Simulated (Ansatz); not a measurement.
System: trichloro(silyl)silane, Si2H3Cl3 (charge 0, singlet). SMILES: [SiH3][Si](Cl)(Cl)Cl
Structure (B3LYP-D3(BJ)/def2-TZVP (Ansatz, a first-principles code) minimum search):
```
Si
Cl 1 2.0558
Cl 1 2.0558 2 108.24
Cl 1 2.0558 2 108.24 3 117.10
Si 1 2.3325 2 110.68 3 -121.45
H 5 1.4794 1 108.48 2 -179.58
H 5 1.4794 6 110.44 1 -118.77
H 5 1.4794 6 110.44 7 -122.46
```

HF/6-31G* beside other levels, property by property. Set-up: frozen cores in correlated levels; dispersion terms only where a functional's name holds one; 6-31G* and kin with 6d, 5d where marked; 6-311+G** with 5d, 6d on Na to Ar in Ansatz; each state is the SCF solution reached for its charge and spin; open shells spin-unrestricted; spin-orbit terms left out; atomisation electronic, to ground-state atoms; non-relativistic. CBS marks a two-point X^-3 extrapolation of the correlation energy; Hartree-Fock from the larger set. [CCSD(T)-MP2]/basis is that difference in the basis named. First-principles rows: single points at B3LYP-D3(BJ) geometries (Ansatz), with unscaled harmonic terms from B3LYP/6-31G* (Ansatz) at its own minima, enthalpies of formation by atomisation with measured atoms. Levels can end on unlike triplets.

Coupled cluster (Ansatz) is a level with limits of its own, used here on species with T1 under 0.025 (0.045 for open shells) and stable references: (a) RI-MP2/CBS(aug-cc-pV(T+d)Z,aug-cc-pV(Q+d)Z)+[CCSD(T)-MP2]/aug-cc-pV(T+d)Z; (b) RI-MP2/CBS(cc-pV(T+d)Z,cc-pV(Q+d)Z)+[CCSD(T)-MP2]/cc-pV(T+d)Z; (c) CCSD(T)/CBS(aug-cc-pV(T+d)Z,aug-cc-pV(Q+d)Z); (d) CCSD(T)/CBS(cc-pV(T+d)Z,cc-pV(Q+d)Z).

| property | HF/6-31G* (Ansatz) | B3LYP/6-311+G** (Ansatz) | MP2/6-31G* (Ansatz) | wB97X-V/def2-TZVPD (Ansatz) | to compare with |
|---|---|---|---|---|---|
| Cl-Si bond dissociation enthalpy at 298 K, to [SiH3][Si](Cl)Cl + Cl atom (kcal/mol) | 76.7 | 94.9 | 101.1 | 108.4 | 109.9 coupled cluster (c) |
| vertical triplet-singlet gap, E(triplet) - E(singlet) (eV) | 6.91 | 6.17 | 6.89 | 6.29 | 6.30 coupled cluster (a) |
| enthalpy of formation at 298 K (kcal/mol) | 48.6 | -74.6 | -44.7 | -117.4 | -116.1 coupled cluster (c) |
| H-Si bond dissociation enthalpy at 298 K, to [SiH2][Si](Cl)(Cl)Cl + H atom (kcal/mol) | 69.1 | 87.3 | 77.6 | 89.8 | 89.6 coupled cluster (d) |
| atomisation energy (kcal/mol) | 422.6 | 545.7 | 515.8 | 588.6 | 587.3 coupled cluster (c) |
| vertical ionisation energy to the doublet (eV) | 10.57 | 10.55 | 10.56 | 10.72 | 10.82 coupled cluster (a) |
| Si-Si bond dissociation enthalpy at 298 K, to [SiH3] (SiH3) + Cl[Si](Cl)Cl (kcal/mol) | 57.3 | 68.8 | 73.3 | 79.3 | 78.9 coupled cluster (b) |

As the rows show:
- Cl-Si bond dissociation enthalpy at 298 K, to [SiH3][Si](Cl)Cl + Cl atom: HF/6-31G* lies 33.2 kcal/mol below coupled cluster.
- vertical triplet-singlet gap, E(triplet) - E(singlet): HF/6-31G* lies 0.61 eV above coupled cluster.
- enthalpy of formation at 298 K: HF/6-31G* lies 164.7 kcal/mol above coupled cluster.
- H-Si bond dissociation enthalpy at 298 K, to [SiH2][Si](Cl)(Cl)Cl + H atom: HF/6-31G* lies 20.5 kcal/mol below coupled cluster.
- atomisation energy: HF/6-31G* lies 164.7 kcal/mol below coupled cluster.
- vertical ionisation energy to the doublet: HF/6-31G* lies 0.25 eV below coupled cluster.
- Si-Si bond dissociation enthalpy at 298 K, to [SiH3] (SiH3) + Cl[Si](Cl)Cl: HF/6-31G* lies 21.6 kcal/mol below coupled cluster.

The properties are those with a value to compare with, at most eight drawn at random. No case is left out for the size of its miss. Left out are saddle points of the reference geometry, anions that the best level run finds unbound, excited spin states, species near biochemistry, 298 K rows of species without real B3LYP wavenumbers, cases with under five habitual levels, runs that failed or that the program found above a lower state of the same kind, table entries that another table contradicts, and a share of species set aside by lot.
